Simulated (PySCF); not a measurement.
# Glyoxal (C2H2O2): NMR shifts, electronic excitations and K edges in gas and solvents, part 2 of 2

PySCF 2.14.0. Atoms count from 0. Earlier steps stand in the parts before.

## Step 6: TDDFT and polarisability: wB97X-D/def2-SVPD in cyclohexane

What the job is given:

```
{"job": {"kind": "uv", "xc": "wB97X-D", "basis": "def2-SVPD", "solvent": "cyclohexane", "nstates": 6, "ntriplets": 0}, "charge": 0, "multiplicity": 1}
O      1.299191    -0.046509     1.130314
C      0.760210     0.024150     0.061260
C     -0.752154    -0.034179    -0.076129
O     -1.290948     0.034289    -1.145443
H      1.306428     0.136003    -0.908720
H     -1.298422    -0.144033     0.894085
```

Method: TDDFT wB97X-D/def2-SVPD, vertical, IEF-PCM cyclohexane (non-equilibrium linear response), core orbitals frozen in the response.

Log:

```text
coarse grid: 5584 points
cycle   1  E = -227.3262987257  dE =  6.851e-01  |g| = 1.029e+00  |ddm| = 2.897e+00
cycle   2  E = -227.0260111611  dE =  3.003e-01  |g| = 1.695e+00  |ddm| = 2.050e+00
cycle   3  E = -227.5480704812  dE = -5.221e-01  |g| = 4.942e-02  |ddm| = 1.246e+00
cycle   4  E = -227.5486430710  dE = -5.726e-04  |g| = 1.754e-02  |ddm| = 9.278e-02
cycle   5  E = -227.5487210355  dE = -7.796e-05  |g| = 3.641e-03  |ddm| = 3.341e-02
cycle   6  E = -227.5487259660  dE = -4.930e-06  |g| = 4.134e-04  |ddm| = 1.075e-02
final grid: 55576 points
cycle   7  E = -227.5920590641  dE = -4.479e-05  |g| = 3.523e-03  |ddm| = 6.110e-02
cycle   8  E = -227.5920589899  dE =  7.424e-08  |g| = 4.314e-03  |ddm| = 1.091e-02
cycle   9  E = -227.5920623952  dE = -3.405e-06  |g| = 5.719e-04  |ddm| = 3.201e-03
cycle  10  E = -227.5920625105  dE = -1.152e-07  |g| = 9.294e-05  |ddm| = 1.513e-03
cycle  11  E = -227.5920625145  dE = -4.006e-09  |g| = 2.872e-05  |ddm| = 2.288e-04
cycle  12  E = -227.5920625148  dE = -3.636e-10  |g| = 6.453e-06  |ddm| = 8.644e-05
converged SCF energy = -227.5920625148

Static polarisability (au): isotropic 33.934, principal 22.293 33.397 46.111

Singlet excitations
state   eV       nm        f      main configurations
  1   2.7614    449.0   0.00027   H->L 0.98
  2   4.3878    282.6   0.00000   H-1->L 0.89, H->L+1 0.10
  3   6.6268    187.1   0.00000   H->L+1 0.88, H-1->L 0.10
  4   8.0290    154.4   0.41387   H-2->L 0.95
  5   8.1494    152.1   0.00096   H-4->L 0.96
  6   8.1572    152.0   0.00000   H->L+2 0.94
```

Run time: 3.9 s. Hardware: 1 thread of Intel Xeon Platinum 8488C, shared host; peak memory 0.45 GiB.

This run: HOMO -9.82 eV, LUMO -1.26 eV; lowest singlet 2.76 eV.

## Step 7: Ultraviolet spectrum: wB97X-D/def2-SVPD in dimethylsulfoxide

What the job is given:

```
{"job": {"kind": "uv", "xc": "wB97X-D", "basis": "def2-SVPD", "solvent": "dimethylsulfoxide", "nstates": 6, "ntriplets": 0}, "charge": 0, "multiplicity": 1}
O      1.299191    -0.046509     1.130314
C      0.760210     0.024150     0.061260
C     -0.752154    -0.034179    -0.076129
O     -1.290948     0.034289    -1.145443
H      1.306428     0.136003    -0.908720
H     -1.298422    -0.144033     0.894085
```

Method: TDDFT wB97X-D/def2-SVPD, vertical, IEF-PCM dimethylsulfoxide (non-equilibrium linear response), core orbitals frozen in the response.

Log:

```text
coarse grid: 5584 points
cycle   1  E = -227.3439329114  dE =  6.676e-01  |g| = 1.006e+00  |ddm| = 2.896e+00
cycle   2  E = -227.0932706989  dE =  2.507e-01  |g| = 1.595e+00  |ddm| = 1.968e+00
cycle   3  E = -227.5536877816  dE = -4.604e-01  |g| = 4.335e-02  |ddm| = 1.161e+00
cycle   4  E = -227.5541641310  dE = -4.763e-04  |g| = 1.564e-02  |ddm| = 9.186e-02
cycle   5  E = -227.5542270504  dE = -6.292e-05  |g| = 3.437e-03  |ddm| = 2.925e-02
cycle   6  E = -227.5542313526  dE = -4.302e-06  |g| = 6.045e-04  |ddm| = 9.317e-03
final grid: 55576 points
cycle   7  E = -227.5974862895  dE = -4.659e-05  |g| = 3.488e-03  |ddm| = 6.478e-02
cycle   8  E = -227.5974868799  dE = -5.904e-07  |g| = 3.939e-03  |ddm| = 1.187e-02
cycle   9  E = -227.5974897637  dE = -2.884e-06  |g| = 6.830e-04  |ddm| = 3.070e-03
cycle  10  E = -227.5974899164  dE = -1.527e-07  |g| = 1.440e-04  |ddm| = 1.926e-03
cycle  11  E = -227.5974899251  dE = -8.728e-09  |g| = 3.818e-05  |ddm| = 3.842e-04
cycle  12  E = -227.5974899259  dE = -7.702e-10  |g| = 5.960e-06  |ddm| = 1.427e-04
converged SCF energy = -227.5974899259

Static polarisability (au): isotropic 39.019, principal 25.316 37.978 53.761

Singlet excitations
state   eV       nm        f      main configurations
  1   2.8000    442.8   0.00027   H->L 0.98
  2   4.4598    278.0   0.00000   H-1->L 0.89, H->L+1 0.10
  3   6.6968    185.1   0.00000   H->L+1 0.88, H-1->L 0.10
  4   8.0580    153.9   0.44211   H-2->L 0.94
  5   8.1781    151.6   0.00000   H->L+2 0.93
  6   8.2018    151.2   0.00067   H-4->L 0.90
```

Wall time 3.9 s (1 thread of Intel Xeon Platinum 8488C, shared host); peak memory 0.45 GiB.

In short: HOMO -9.72 eV, LUMO -1.13 eV; lowest singlet 2.80 eV.

## Step 8: Core excitations: BHandHLYP/aug-pcX-1+pcseg-1

What the job is given:

```
{"job": {"kind": "xas", "xc": "BHandHLYP", "basis": {"default": "aug-pcX-1", "H": "pcseg-1"}}, "charge": 0, "multiplicity": 1}
O      1.299191    -0.046509     1.130314
C      0.760210     0.024150     0.061260
C     -0.752154    -0.034179    -0.076129
O     -1.290948     0.034289    -1.145443
H      1.306428     0.136003    -0.908720
H     -1.298422    -0.144033     0.894085
```

Method: core-valence-separated TDA BHandHLYP/aug-pcX-1 H:pcseg-1, K edges, non-relativistic, gas phase.

Log:

```text
coarse grid: 5584 points
cycle   1  E = -227.4467825465  dE =  6.932e-01  |g| = 9.848e-01  |ddm| = 2.654e+00
cycle   2  E = -227.1371693296  dE =  3.096e-01  |g| = 1.688e+00  |ddm| = 1.524e+00
cycle   3  E = -227.6427848571  dE = -5.056e-01  |g| = 4.307e-02  |ddm| = 1.017e+00
cycle   4  E = -227.6433443624  dE = -5.595e-04  |g| = 1.411e-02  |ddm| = 7.173e-02
cycle   5  E = -227.6434027923  dE = -5.843e-05  |g| = 3.516e-03  |ddm| = 2.119e-02
cycle   6  E = -227.6434078823  dE = -5.090e-06  |g| = 7.038e-04  |ddm| = 6.928e-03
final grid: 55576 points
cycle   7  E = -227.6751071800  dE = -5.284e-05  |g| = 2.542e-03  |ddm| = 1.294e-02
cycle   8  E = -227.6751064053  dE =  7.747e-07  |g| = 3.004e-03  |ddm| = 3.152e-03
cycle   9  E = -227.6751079514  dE = -1.546e-06  |g| = 4.863e-04  |ddm| = 1.888e-03
cycle  10  E = -227.6751079914  dE = -3.993e-08  |g| = 8.552e-05  |ddm| = 2.757e-04
cycle  11  E = -227.6751079930  dE = -1.616e-09  |g| = 1.471e-05  |ddm| = 6.515e-05
cycle  12  E = -227.6751079931  dE = -9.209e-11  |g| = 2.918e-06  |ddm| = 2.390e-05
converged SCF energy = -227.6751079931

C K edge
   eV          f      from atoms
  282.646   0.00000   C1 C2
  282.671   0.13177   C2 C1
  287.839   0.00037   C1 C2
  287.842   0.03409   C2 C1
  288.896   0.00001   C1 C2
  288.902   0.04810   C2 C1
  289.979   0.00066   C1 C2
  289.981   0.00001   C2 C1
  290.369   0.01283   C1 C2
  290.371   0.00002   C2 C1
  290.480   0.00001   C1 C2
  290.485   0.00955   C2 C1

O K edge
   eV          f      from atoms
  527.732   0.00011   O3 O0
  527.733   0.10650   O0 O3
  534.603   0.00330   O0 O3
  534.604   0.00081   O3 O0
  534.863   0.00056   O0
  534.863   0.00021   O3
  535.416   0.00007   O0 O3
  535.416   0.00169   O3 O0
  536.014   0.00431   O3
  536.015   0.00263   O0
  536.109   0.00006   O0 O3
  536.109   0.00172   O3 O0
```

Run time: 4 s. Hardware: 1 thread of Intel Xeon Platinum 8488C, shared host; peak memory 0.5 GiB.

## Step 9: Run by run: NMR shifts

Shifts (ppm), means over like atoms, with basis size and wall time:

```
                               run     C1    H4     O0  functions   time
      PBE0/pcSseg-1 in cyclohexane  196.4  9.08  735.5         78  3.5 s
PBE0/pcSseg-1 in dimethylsulfoxide  199.3  9.10  713.8         78  2.2 s
```

The continuum's effect on the ground state:

```
          solvent      ε  polarisation energy (Eh)  μ (D)
      cyclohexane   2.02                   -0.0036   0.00
dimethylsulfoxide  46.83                   -0.0096   0.01
```

## Step 10: Comparing the runs: electronic excitations

Excitations and ground-state properties, with basis size and wall time:

```
                                   run  lowest singlet (eV)  brightest (eV)      f  gap (eV)  α (Å³)  μ (D)  functions   time
                     wB97X-D/def2-SVPD                 2.74            8.12  0.314      8.53    4.59   0.00        102  4.4 s
      wB97X-D/def2-SVPD in cyclohexane                 2.76            8.03  0.414      8.55    5.03   0.00        102  3.9 s
wB97X-D/def2-SVPD in dimethylsulfoxide                 2.80            8.06  0.442      8.59    5.78   0.01        102  3.9 s
```

The continuum's effect on the ground state:

```
          solvent      ε  polarisation energy (Eh)  μ (D)
      cyclohexane   2.02                   -0.0038   0.00
dimethylsulfoxide  46.83                   -0.0105   0.01
```

## Step 11: Summary of results

This closing draws on all 2 parts.

| quantity | value |
| --- | --- |
| point group | C2h |
| rotational constants (main isotopes) | 56.03, 4.81, 4.43 GHz |
| 13C shifts against TMS (PBE0/pcSseg-1, cyclohexane, means over atoms taken as alike) | 196.4 ppm |
| 1H shifts against TMS (PBE0/pcSseg-1, cyclohexane, means over atoms taken as alike) | 9.08 ppm |
| 17O shifts against H2O (PBE0/pcSseg-1, cyclohexane, means over atoms taken as alike) | 735.5 ppm |
| lowest singlet (wB97X-D/def2-SVPD) | 2.74 eV (452 nm), f = 0.000 |
| brightest single state of those computed | state 5, 8.12 eV, f = 0.314 |
| C K edge | first line 282.65 eV, strongest 282.67 eV (f = 0.132) |
| O K edge | first line 527.73 eV, strongest 527.73 eV (f = 0.106) |
| range of the shift of O0 (with its like atoms) | 713.8 to 735.5 ppm |
| range of the lowest singlet | 2.74 to 2.80 eV |

The start of the PBE0/def2-SVP relaxation was shaken at random by about 0.01 Å, so part of the energy gained, and of the first lengths quoted, undoes that. Over 10 steps the energy fell by 0.093 eV; of the close pairs, C2–O3 changed most, 1.166 to 1.199 Å. At PBE0/pcSseg-1: The largest span, 1433 ppm, is at O0, O3, where the paramagnetic term is -796 ppm. The lowest computed singlet (2.74 eV, vertical) stands against 2.72 eV for the lowest singlet in the measured list; the two are paired by order alone, not by symmetry. The first singlet state (HOMO→LUMO 0.98) lies at 2.74 eV and is dark; of the 6 states computed, the strongest absorption comes from state 5 at 8.12 eV. At the C edge the strongest single line lifts a 1s electron of C2 and C1 into LUMO (weight 0.76), 0.0 eV above the first line. At the O edge the strongest single line lifts a 1s electron of O0 and O3 into LUMO (weight 0.81), 0.0 eV above the first line. Absolute edge energies from this method are off by several eV; spacings are better. Each shift counts from a reference computed in the same medium, and that reference moves with the solvent too, so shifts and shieldings show the solvent's effect differently. The lowest singlet runs from 2.74 eV (wB97X-D/def2-SVPD) to 2.80 eV (wB97X-D/def2-SVPD in dimethylsulfoxide), while the orbital gap spans 8.53 to 8.59 eV. The lowest state need not be the same one in every run.
